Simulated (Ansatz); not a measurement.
**Worked example: the enthalpy of formation of C3H5N (isocyanoethane)**

C3H5N: 9 atoms, total charge 0, spin state singlet. SMILES: `[C-]#[N+]CC`. Geometry: relaxed at PBE0-D4/def2-TZVP.

Total energies at PBE-QIDH/cc-pVDZ, 4 core orbitals frozen (Ansatz 0.2.0); the atoms run unrestricted:

```tsv
species	state	energy (Eh)
C3H5N	singlet	-171.763864
C	triplet	-37.789505
N	quartet	-54.520879
H	doublet	-0.501240
```

Harmonic wavenumbers at PBE0-D4/def2-TZVP, in cm⁻¹: 196, 221, 315, 483, 800, 866, 1051, 1119, 1157, 1312, 1376, 1409, 1482, 1485, 1501, 2258, 3066, 3068, 3105, 3149, 3154.

Measured heats of formation of the gaseous atoms at 298.15 K, in kJ/mol: C 716.9, N 472.4, H 218.0. Take 1 Eh = 2625.50 kJ/mol, 1 cm⁻¹ = 0.0119627 kJ/mol, RT = 2.479 kJ/mol.

**Question.** Work out the heat of formation of the gas at 298 K.

**Answer.** 
1. Electronic atomisation energy: 3 × (-37.789505) + (-54.520879) + 5 × (-0.501240) − (-171.763864) = 1.368270 Eh = 3592.4 kJ/mol.
2. Zero-point energy: half the sum of the wavenumbers, 16286.5 cm⁻¹ = 194.8 kJ/mol.
3. Thermal vibrational enthalpy, Σ hcν̃/(exp(hcν̃/kT) − 1): 5.2 kJ/mol. Translation, rotation and pV of a non-linear molecule: 4 RT = 9.9 kJ/mol.
4. The 9 free atoms carry 5/2 RT each: 55.8 kJ/mol.
5. Spin-orbit coupling lowers the free atoms by 3 × 0.02 = 0.1 kJ/mol.
6. Atomisation enthalpy at 298 K: 3592.4 − 0.1 − 194.8 − 5.2 − 9.9 + 55.8 = 3438.2 kJ/mol.
7. Sum of the atoms' heats of formation: 3713.1 kJ/mol. Heat of formation: 3713.1 − 3438.2 = +274.9 kJ/mol.

The tabulated value is +141.7 kJ/mol (CRC Handbook of Chemistry and Physics), so this level is off by +133.2 kJ/mol, or 3.7 % of the atomisation enthalpy. A double-zeta basis underbinds. Anharmonicity and any spin-orbit splitting of the molecule are left out, and so is core correlation.
